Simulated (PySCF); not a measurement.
C4H4FO (doublet state).
Cartesian coordinates in Å at the GFN2-xTB level; atoms count from 1:
```xyz
10
C4H4FO angstrom
C     -1.8174    0.0783   -0.5010
C     -0.4592    0.1344   -0.5007
F      0.1376    0.5135   -1.6489
C      0.3769   -0.1633    0.5784
C      1.8106   -0.0868    0.5263
O      2.5387   -0.3466    1.4646
H     -2.3747    0.3285   -1.3854
H     -2.3515   -0.2159    0.3815
H     -0.0799   -0.4690    1.5072
H      2.2280    0.2315   -0.4445
```

The hyperfine couplings belong to this conformer and change with its torsions.

The species is `[CH2]/C(F)=C/C=O` [radical].

Computed, not measured: UKS B3LYP, pcH-1 on C F H O, non-relativistic, mean-field spin-orbit, GIAO in PySCF 2.14.0. One conformer (not necessarily the lowest) at the GFN2-xTB geometry, without solvent, vibrations or thermal averaging. The geometry wasn't refined by DFT: couplings that depend on bond lengths, twists or pyramidal angles can differ widely from those at the functional's own minimum. Stability of the SCF solution: not tested. ⟨S²⟩ is 0.781 where a pure state has 0.75.

Principal values of hyperfine tensors in MHz (contact and dipolar terms together), for some of the nuclei:

| atom | isotope | A1 | A2 | A3 |
| --- | --- | --- | --- | --- |
| C2 | 13C | -77.24 | -37.06 | -32.69 |
| C4 | 13C | 2.12 | 3.15 | 135.57 |
| C1 | 13C | 0.89 | 2.27 | 136.50 |
| H7 | 1H | -58.73 | -37.53 | -14.09 |
| H9 | 1H | -51.04 | -36.65 | -13.97 |
| F3 | 19F | -106.00 | -0.40 | 16.86 |
| C5 | 13C | -41.52 | -25.77 | -20.87 |
| O6 | 17O | -86.95 | 20.38 | 20.69 |

Split each tensor into its isotropic and traceless parts, and turn a_iso into mT with g = 2.0043.

a_iso is a third of the trace, T = A − a_iso, and a(mT) = a(MHz)/(g × 13.996).

```csv
atom,a_iso (MHz),a_iso (mT),T1,T2,T3
C2,-49.00,-1.747,-28.24,11.93,16.31
C4,46.95,1.674,-44.82,-43.80,88.62
C1,46.55,1.659,-45.66,-44.28,89.95
H7,-36.78,-1.311,-21.95,-0.74,22.69
H9,-33.89,-1.208,-17.15,-2.76,19.91
F3,-29.85,-1.064,-76.15,29.45,46.71
C5,-29.39,-1.048,-12.13,3.62,8.52
O6,-15.29,-0.545,-71.66,35.67,35.98
```

What spin density at the nucleus of O6 lies behind its contact coupling (g_N = -0.75752)?

a_FC = 800.24 MHz bohr³ × g_N × ρ(0)/(2S). With a_FC = -15.29 MHz and 2S = 1, ρ(0) = 0.02523 bohr⁻³. The nuclear moment is negative, so coupling and spin density have opposite signs.

H8 (1H, g_N = 5.58569) isn't in the table. Its spin density at the nucleus is -0.007852 bohr⁻³. What is its contact coupling?

By the same relation, a_FC = -35.1 MHz. Its full tensor has the principal values -54.22, -36.82, -14.26 MHz.

In a single crystal, with the field along each principal axis of the tensor of C4 in turn, what first-order splitting does this nucleus give (isotropic g, quadrupole terms neglected)?

2 lines (I = 1/2), spaced by |A_i|/(g × 13.996): 0.08, 0.11, 4.83 mT along the axes of A1, A2 and A3.

Hardware: one thread, Arm Neoverse V2 (aarch64), on a shared host. Cost: 24 s wall (with the writing of density and orbital grids), 0.67 GiB resident at most.
